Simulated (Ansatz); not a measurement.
## Potassium, bcc: convergence with Fermi-Dirac smearing

Computed with Ansatz, LDA, scalar-relativistic PAW, on the relaxed cell (a = 5.048 Å; spin not included). Errors count from a run at 420 eV on a Γ-centred 15×15×15 mesh with Fermi-Dirac smearing of 0.1 eV, extrapolated to zero width. Fixed here: cutoff 420 eV, mesh 9×9×9. The SCF starts from atomic densities corrected by a trained network.

```csv
width (eV),E(σ→0) error (meV/atom),F error (meV/atom),P (GPa),SCF iterations
0.03,-3.3,-4.4,-0.02,6
0.1,-3.2,-14.2,-0.01,6
0.2,-1.3,-49.2,0.02,6
0.3,-0.6,-109.6,0.08,6
0.6,-12.3,-431.6,0.32,6
1.0,-93.4,-1134.8,0.77,6
```

What does the run at 0.01 give (width)?

E(σ→0) error (meV/atom): -3.1; F error (meV/atom): -3.3; P (GPa): -0.02; SCF iterations: 6.
